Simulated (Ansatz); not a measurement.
C3H5ClO can be A, `CC(Cl)C=O`, or B, `C[C@H]1O[C@@H]1Cl`.

Program: Ansatz. Geometries: PBE0-D4/def2-TZVP. ΔE: electronic, gas phase. CBS: MP2 limit from def2 TZ/QZ plus the TZ coupled-cluster correction, frozen cores. DFT in def2-TZVPP. One conformer a species, not always the lowest.

(1) Which isomer does CCSD(T)/CBS put lower? Give the gap. (Best estimate.)

(2) Give E(B) − E(A) in kcal/mol with MP2/def2-TZVPP, PBE-D4, BLYP-D4, CCSD(T)/def2-SVP, ωB97M-V, CCSD(T)/def2-TZVPP, PBE0-D4. (Estimate.)

(3) Does the order hold for the free energy at 298.15 K (harmonic terms from PBE0-D4)? (An estimate is asked.)

Largest T1 diagnostic: 0.013.

Results:

(1) The calculation gave: A, by 19.5 kcal/mol.

(2) Ansatz gave: MP2/def2-TZVPP 18.6, PBE-D4 16.0, BLYP-D4 20.9, CCSD(T)/def2-SVP 22.7, ωB97M-V 18.4, CCSD(T)/def2-TZVPP 19.7, PBE0-D4 15.9. None reverses the order clearly.

(3) Ansatz gave: Yes: G(B) − G(A) = +20.7 kcal/mol, for one conformer each.

In def2-TZVPP, CCSD(T) changes the Hartree–Fock value by −4.1 kcal/mol (the triples alone add −0.2 kcal/mol) and MP2 by −5.2 kcal/mol. Leaving LDA and LC-ωPBE aside and taking each functional with its dispersion term where it has one, the values, not all of them listed here, spread over 4.9 kcal/mol, from HSE06-D4 to BLYP-D4. LDA lies −3.1 kcal/mol from PBE without D4.
